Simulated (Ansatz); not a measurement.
System: rutile CrO2. Method: LDA (Ansatz, an electronic-structure program, PAW).

Numerical settings: plane-wave cutoff 500 eV, 10×10×14 k mesh (along the axes of the cell as run), Fermi–Dirac smearing 0.05 eV, spin-polarised with parallel moments, scalar-relativistic PAW data made under PBE.

Computed at the level's own relaxed cell.

Question: Predict the equilibrium volume per atom, equilibrium lattice constant a, lattice parameter c and magnetic moment (largest site, within a sphere).

Answer: 
- equilibrium volume per atom = 9.02 Å³/atom
- equilibrium lattice constant a = 4.353 Å
- lattice parameter c = 2.855 Å
- magnetic moment (largest site, within a sphere) = 1.64 μB

Measured, for comparison: lattice constant a 4.419 Å, lattice parameter c 2.915 Å (room temperature, not corrected to a static lattice; as tabulated in Hiroi (2015), arXiv:1503.02262). Computed (rounded) less measured: lattice constant a -1.5 %, lattice parameter c -2.1 %. A static lattice is as a rule a little smaller and stiffer than an uncorrected measurement, which narrows the difference in the lattice constant a and would widen misses of the other sign.

Moments are spin moments.

Computed values are for the static lattice.
